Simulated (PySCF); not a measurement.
Numbering as in the mapped SMILES `[C-:1]#[N+:2][C:3]([CH3:4])([CH3:5])[CH3:6]` (H(Xn): hydrogen on atom n).

GIAO shifts from PySCF on PBE0-D3(BJ)/def2-TZVP geometries (one conformer, non-relativistic, equivalent nuclei averaged), against TMS at the same level and in the same medium; PCM means IEF-PCM chloroform.

Measured (solution, not stated per compound (mostly CDCl3 or CCl4); Pretsch, Buehlmann, Badertscher, Structure Determination of Organic Compounds, 4th ed. (2009)): C3 54.0, C4/C5/C6 30.7, H(C4)/H(C5)/H(C6) 1.44 ppm.

Task: Which unscaled values do B97-2/pcSseg-2, gas; WP04/pcSseg-2, PCM; wB97X-D/pcSseg-2, PCM give, and how close are they?

Result: 
| atoms | measured | B97-2/pcSseg-2, gas | WP04/pcSseg-2, PCM | wB97X-D/pcSseg-2, PCM |
| --- | --- | --- | --- | --- |
| C3 | 54.0 | 55.1 | 62.6 | 57.4 |
| C4/C5/C6 | 30.7 | 33.4 | 33.3 | 34.2 |
| H(C4)/H(C5)/H(C6) | 1.44 | 1.35 | 1.40 | 1.42 |

Mean absolute error for ¹³C: B97-2/pcSseg-2, gas 1.9, WP04/pcSseg-2, PCM 5.6, wB97X-D/pcSseg-2, PCM 3.5 ppm.

Mean absolute error for ¹H: B97-2/pcSseg-2, gas 0.09, WP04/pcSseg-2, PCM 0.04, wB97X-D/pcSseg-2, PCM 0.02 ppm.
